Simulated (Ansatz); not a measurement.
A structure drawn as `CBP`, with this starting geometry:

```xyz
9

C    -1.2793   -0.2999    0.2457
B     0.0808   -0.0801   -0.3941
P     1.5509    0.5354    0.6811
H    -1.2353   -1.0299    1.0205
H    -2.0617   -0.6789   -0.4842
H    -1.7120    0.6674    0.7038
H     0.2337   -0.2868   -1.5727
H     2.4729   -0.4409    0.1033
H     1.9499    1.6136   -0.3035
```

Total charge 0; spin multiplicity 1.

Question: Relax it with Ansatz at PBE-D4/def2-SVP and then PBE0-D4/def2-TZVP. Is the drawn bonding still there?

Answer: Yes, every drawn bond is still there and no new one forms.

Question: Give the relaxed structure. (An estimate is asked.)

Answer: Ansatz gave: 
Z-matrix (Å, degrees):
```
C
B 1 1.557
H 1 1.099 2 107.6
H 1 1.096 2 111.1 3 114.2
H 1 1.091 2 115.8 3 -120.8
P 2 1.878 1 123.4 3 122.1
H 2 1.199 1 119.8 3 -65.0
H 6 1.412 2 102.8 1 -143.4
H 6 1.413 2 102.8 1 -40.8
```
All modes are real.

Atoms count as bonded under 1.1 times the sum of their covalent radii (H–H under 0.85 Å, pairs among N, O and F under 1.55 Å), and a drawn bond as lost past 1.3 times.
